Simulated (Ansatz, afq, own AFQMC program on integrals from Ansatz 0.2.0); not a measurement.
Integrals from Ansatz 0.2.0, then the random walk in our own AFQMC program (afq).

```yaml
crystal:
  periodic: [false, false, false]
  atoms:
    - {symbol: Al, position_ang: [0.000000, 0.134743, 0.000000]}
    - {symbol: H, position_ang: [0.000000, 0.533337, -3.657726]}
    - {symbol: H, position_ang: [0.000000, 0.533353, 3.657724]}
    - {symbol: H, position_ang: [0.000000, -4.673625, 0.000010]}
basis:
  gaussian: {orbitals: cc-pVDZ}
total_charge: 1
magnetization: {spin_polarized: true, initial_magnetization: 1}
correlation: {method: ccsd_t, electrons: outside_noble_gas, hamiltonian_folder: ham}
```

```sh
$ ansatz run in.yaml --threads 1 --pin off --events-out ev --progress --plain --max-ram 24576MiB --backend cuda --devices 0, --max-vram 18GiB
```

afq runs on the folder ham with

```
--method phaseless --trial hf --walkers 20 --populations 1 --least-time 40 --time-step 0.005 --steps-per-block 10 --equilibration-blocks 0 --max-blocks 30 --target-error 0.00108 --factor-cut 1e-06 --start determinant --seed 7507 --release-times 0.3,0.6,0.9,1.2 --release-step 0.1 --release-every 20 --taylor-order 6
```

Times are imaginary, in 1/Eh. The walk had a cap of 60 s.

```
orbitals 28  electrons 3 2  factors 167 of 309
reference energy -243.16700522 Eh
CCSD correlation -0.03880765 Eh in 17 cycles, weight of the determinant in the CISD state 0.9427
energy of the start -243.167005 Eh
 block  time / (1/Eh)  mean weight  energy / Eh
     1     0.050  1.0007  -243.168239
     2     0.100  1.0007  -243.169773
     3     0.150  0.9986  -243.171100
     4     0.200  1.0006  -243.172775
     5     0.250  1.0003  -243.173905
     6     0.300  1.0016  -243.175295
     7     0.350  0.9987  -243.174836
     8     0.400  0.9994  -243.176862
     9     0.450  0.9999  -243.178362
    10     0.500  1.0004  -243.179445
    11     0.550  1.0014  -243.177673
    12     0.600  0.9997  -243.178565
    13     0.650  1.0001  -243.180592
    14     0.700  1.0008  -243.184004
    15     0.750  1.0003  -243.184077
    16     0.800  0.9989  -243.186453
    17     0.850  1.0010  -243.184967
    18     0.900  0.9981  -243.186845
    19     0.950  0.9991  -243.187235
    20     1.000  1.0018  -243.188515
    21     1.050  1.0003  -243.187555
    22     1.100  0.9997  -243.188988
    23     1.150  0.9999  -243.191222
    24     1.200  1.0005  -243.188443
    25     1.250  1.0018  -243.187608
    26     1.300  0.9983  -243.186370
    27     1.350  0.9996  -243.186390
    28     1.400  1.0011  -243.187854
    29     1.450  1.0001  -243.188374
    30     1.500  1.0003  -243.190169
blocks merged  error / Eh  count
     1  0.001237  30
     2  0.001763  15
energy -243.182083 +/- 0.001237 Eh
```

The run failed at least one of its tests; the cautions name the faults. The second half of the sampling lies below the first by 8.8 errors of their difference, so the energy may still be moving and its error bar be too small.

Against this walk (error 33.7 meV) on the same determinant: CCSD(T) 646.4 meV lower, CCSDT(Q) 646.8 meV lower, CCSDTQ 647.0 meV lower, full CI 647.0 meV lower, a separate phaseless walk with a CISD trial and standard settings 646.2 ± 33.7 meV lower. The error is statistical and leaves out the bias of the constraint. The determinant has ⟨S²⟩ = 1.75, so the low cluster orders mix in higher spin, and so can this walk.

A setting was made bad on purpose (no equilibration), so the walk's energy isn't to be trusted.

Cautions: constraint bias not in the error; error not settled; halves of the run differ; error above the target (33.7 against 29.4 meV); unrestricted determinant spin contaminated (⟨S²⟩ 1.75 against 0.75); the CCSDTQ amplitudes may be one of several solutions (largest double 0.54); the next higher spin lies close (within 5 meV by full CI); the sampling time fell short of the least asked; so few walkers bias the energy.

CCSDT and higher add their correlation energy to the determinant of the CCSD(T) run, since their own runs factorise the integrals more tightly (a shift of under 2 meV).
